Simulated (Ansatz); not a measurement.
This was printed by a script on Ansatz 0.2.0, Python API, for a single point in a Gaussian basis of C4H7NS, SMILES CC(S)CC#N. What did the script look like? Level of theory: Hartree-Fock, 6-31G basis, multiplicity 1.

```xyz
13

C     1.2562   -0.9321   -0.0519
C     0.2621    0.2093    0.1687
S     0.6715    1.5968   -0.9489
C    -1.1755   -0.2732   -0.0778
C    -2.1540    0.7554    0.2996
N    -2.9249    1.5656    0.5968
H     1.0370   -1.7718    0.6417
H     2.2908   -0.5809    0.1475
H     1.1981   -1.3030   -1.0977
H     0.3578    0.5589    1.2208
H     1.8768    1.8872   -0.2810
H    -1.3164   -0.5323   -1.1491
H    -1.3796   -1.1797    0.5313
```

```console
$ python energy_c4h7ns.py
INFO:run:E = -16527.117331 eV = -607.3603594 Ha
converged: True  doubts: none
INFO:run:Alpha     -19.464 eV  occupation 2
INFO:run:Alpha     -18.313 eV  occupation 2
INFO:run:Alpha     -16.916 eV  occupation 2
INFO:run:Alpha     -16.187 eV  occupation 2
INFO:run:Alpha     -15.430 eV  occupation 2
INFO:run:Alpha     -14.676 eV  occupation 2
INFO:run:Alpha     -14.518 eV  occupation 2
INFO:run:Alpha     -14.248 eV  occupation 2
INFO:run:Alpha     -12.712 eV  occupation 2
INFO:run:Alpha     -12.498 eV  occupation 2
INFO:run:Alpha     -12.257 eV  occupation 2
INFO:run:Alpha     -10.176 eV  occupation 2
INFO:run:Alpha       3.746 eV  occupation 0
INFO:run:Alpha       5.098 eV  occupation 0
INFO:run:Alpha       5.333 eV  occupation 0
INFO:run:Alpha       5.659 eV  occupation 0
INFO:run:Alpha       6.284 eV  occupation 0
INFO:run:Alpha       6.703 eV  occupation 0
INFO:run:Alpha       7.108 eV  occupation 0
INFO:run:Alpha       7.836 eV  occupation 0
INFO:run:Alpha       8.387 eV  occupation 0
```

The script that was run (others could print the same):

Script `energy_c4h7ns.py`:
```python
# -*- coding: utf-8 -*-
"""Single point of C4H7NS."""

from pathlib import Path
import logging
import sys

import ansatz as az
from ase import Atoms

logging.basicConfig(stream=sys.stdout, format="%(levelname)s:%(name)s:%(message)s")
logger = logging.getLogger("run")
logger.setLevel(logging.INFO)


def main():
    atoms = Atoms(["C", "C", "S", "C", "C", "N", "H", "H", "H", "H", "H", "H", "H"], positions=[
        [1.2562, -0.9321, -0.0519],
        [0.2621, 0.2093, 0.1687],
        [0.6715, 1.5968, -0.9489],
        [-1.1755, -0.2732, -0.0778],
        [-2.154, 0.7554, 0.2996],
        [-2.9249, 1.5656, 0.5968],
        [1.037, -1.7718, 0.6417],
        [2.2908, -0.5809, 0.1475],
        [1.1981, -1.303, -1.0977],
        [0.3578, 0.5589, 1.2208],
        [1.8768, 1.8872, -0.281],
        [-1.3164, -0.5323, -1.1491],
        [-1.3796, -1.1797, 0.5313],
    ])
    c4h7ns = az.Crystal.molecule_from_ase(atoms)

    model = c4h7ns.calculation().basis(gaussian="6-31G").functional("HF").orbitals()
    res = model.run(threads=1, runs_dir="c4h7ns_runs")
    report = res.report

    logger.info(f"E = {report['free_energy_ev']:.6f} eV = {report['free_energy_ev'] / 27.211386246:.7f} Ha")
    print("converged:", report["converged"], " doubts:", report["published_state_doubts"] or "none")

    lines = Path(report["orbitals_path"]).read_text().splitlines()
    field_of = lambda key: [line.split("=")[1].strip() for line in lines if line.startswith(key)]
    orbitals = [(27.211386 * float(e), s, float(n)) for e, s, n in zip(field_of("Ene="), field_of("Spin="), field_of("Occup="))]
    homo = max(e for e, _, n in orbitals if n > 0.5)
    lumo = min(e for e, _, n in orbitals if n < 0.5)
    for e, spin, n in sorted(orbitals):
        if homo - 10 < e < lumo + 5:
            logger.info(f"{spin:6s} {e:10.3f} eV  occupation {n:.0f}")


if __name__ == "__main__":
    main()
```

The settings weren't tested for convergence. The geometry is a force-field or estimated start, not a minimum of this method, and the basis set is short of its limit. Alpha marks a spatial orbital of a restricted run, filled by both spins. Levels such as HOMO and LUMO are orbital energies: in Hartree-Fock the gap is too wide and the LUMO hangs on the basis. The whole script took 1.2 s on 1 thread of AMD EPYC 9R45 96-Core Processor (Zen 5) (shared host), peak memory 0.22 GiB.

(A comment or docstring line of the script was reworded after the run, the code is as it ran; lines on the test bed's own set-up are left out of the output.)
